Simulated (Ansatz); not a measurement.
in.yaml

```yaml
crystal:
  periodic: [false, false, false]
  atoms:
    - {symbol: In, position_ang: [0.000000, 0.000000, -0.031137]}
    - {symbol: H, position_ang: [0.000000, 1.289635, 1.773458]}
    - {symbol: H, position_ang: [0.000000, -1.289635, 1.773458]}
basis:
  gaussian: {orbitals: def2-TZVPP}
total_charge: 1
magnetization: {spin_polarized: true, initial_magnetization: 2}
hamiltonian: {xc: {name: r2SCAN}}
```

```sh
$ ansatz run in.yaml --threads 1 --pin off --events-out ev --progress --plain --max-ram 2393MiB
```

Output:

```
506 factors; their error is unknown
mean field evaluation 1: about -5196.4558 eV, gradient 1.0e1 eV
mean field evaluation 2: about -5196.3911 eV, gradient 1.4e1 eV
mean field evaluation 4: about -5197.3614 eV, gradient 5.4e-1 eV
mean field evaluation 8: about -5197.3620 eV, gradient 1.3e-2 eV
mean field -5197.36198016 eV, -190.9995298725 hartree, gradient 1.1e-5 eV, S^2 2.026765; 0 other end points of the search recorded, 0 dependent functions left out
reference -5197.36199288 eV, -190.9995303397 hartree; 12, 10 occupied and 66, 68 virtual orbitals, 506 factors
Total energy: -5197.36199288 eV, -190.9995303397 hartree
```

Ran on 1 thread of Intel Xeon, shared host: 4.8 s wall, 0.15 GiB peak host memory.
